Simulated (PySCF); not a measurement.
# Bond curve of Si₂⁻

Set-up: Si aug-cc-pV(D+d)Z; no relativity (PySCF 2.14). Energies in eV from Si + Si⁻ in their ground configurations at the same level. State: ²Πu (doublet), unpaired electrons π ↑.

All columns are PBE0.

```tsv
R (Å)	E (eV)	HOMO (eV)	LUMO (eV)	Mayer bond order	⟨S²⟩
1.883	-2.731	-0.30	1.14	2.32	0.75
1.971	-3.357	-0.39	1.23	2.30	0.75
2.059	-3.703	-0.46	1.30	2.31	0.75
2.124	-3.825	-0.45	1.34	2.33	0.75
2.190	-3.858	-0.39	1.38	2.34	0.75
2.256	-3.821	-0.33	1.42	2.36	0.75
2.343	-3.691	-0.26	1.45	2.39	0.75
2.453	-3.439	-0.19	1.49	2.42	0.75
2.584	-3.058	-0.13	1.52	2.45	0.75
2.759	-2.489	-0.07	1.54	2.48	0.75
```

The state was picked by a PBE0 search and need not be the measured ground state.
